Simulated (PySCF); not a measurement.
# Beryllium: a sound run and one with changed settings

Sound run: Be [He] 2s2, Be⁺ [He] 2s1. Computed with PySCF 2.14 in cc-pVTZ, with no relativity, point nucleus. In the sound run the correlated levels freeze 1s2. The sound run starts from symmetry-adapted Hartree-Fock orbitals and uses a fine grid where one is needed.

Changed run: basis STO-3G. This setting is unsound on purpose.

```json
{"species": "Be", "method": "UHF", "sound run (hartree)": "-14.57287", "changed run (hartree)": "-14.35188", "converged": "yes"}
{"species": "Be", "method": "B3LYP", "sound run (hartree)": "-14.67245", "changed run (hartree)": "-14.45101", "converged": "yes"}
{"species": "Be", "method": "MN15", "sound run (hartree)": "-14.66029", "changed run (hartree)": "-14.33935", "converged": "yes"}
{"species": "Be", "method": "MP2", "sound run (hartree)": "-14.60105", "changed run (hartree)": "-14.37567", "converged": "yes"}
{"species": "Be", "method": "CCSD(T)", "sound run (hartree)": "-14.61843", "changed run (hartree)": "-14.40333", "converged": "yes"}
{"species": "Be⁺", "method": "UHF", "sound run (hartree)": "-14.27724", "changed run (hartree)": "-14.09784", "converged": "yes"}
{"species": "Be⁺", "method": "B3LYP", "sound run (hartree)": "-14.33765", "changed run (hartree)": "-14.15225", "converged": "yes"}
{"species": "Be⁺", "method": "MN15", "sound run (hartree)": "-14.33166", "changed run (hartree)": "-14.05313", "converged": "yes"}
```

Ionisation energy of Be:

| method | sound run (eV) | changed run (eV) |
| --- | --- | --- |
| UHF | 8.045 | 6.913 |
| B3LYP | 9.110 | 8.130 |
| MN15 | 8.942 | 7.788 |
| MP2 | 8.811 | 7.560 |
| SCS-MP2 | 8.965 | 7.690 |
| CCSD | 9.284 | 8.313 |
| CCSD(T) | 9.284 | 8.313 |
| CCSDT | 9.284 | 8.313 |
| FCI | 9.284 | 8.313 |

A minimal basis cannot let orbitals breathe on ionisation and holds almost no correlation.

For comparison, NIST gives 9.323 eV between the lowest levels.
